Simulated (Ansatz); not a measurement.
# Au (fcc): energy against volume

Level of theory: DFT, RPBE, plane waves (420 eV) with PAW, scalar-relativistic in Ansatz. (PAW data from PBE, frozen cores regenerated.)

The cell is scaled uniformly from the relaxed one, with fractional coordinates and shape fixed. Energies are extrapolated to zero smearing, pressures are those at the given smearing. Magnetic state: spin not included.

A Birch-Murnaghan fit gives V₀ = 18.50 Å³/atom, B₀ = 120 GPa, B₀′ = 6.2.

What are the energy above the minimum and the pressure at 17.754 Å³/atom?

12.4 meV/atom and 5.64 GPa as computed.

What are the energy above the minimum and the pressure at 19.234 Å³/atom?

9.9 meV/atom and -4.13 GPa as computed.

What are the energy above the minimum and the pressure at 20.713 Å³/atom?

75.6 meV/atom and -9.55 GPa as computed.
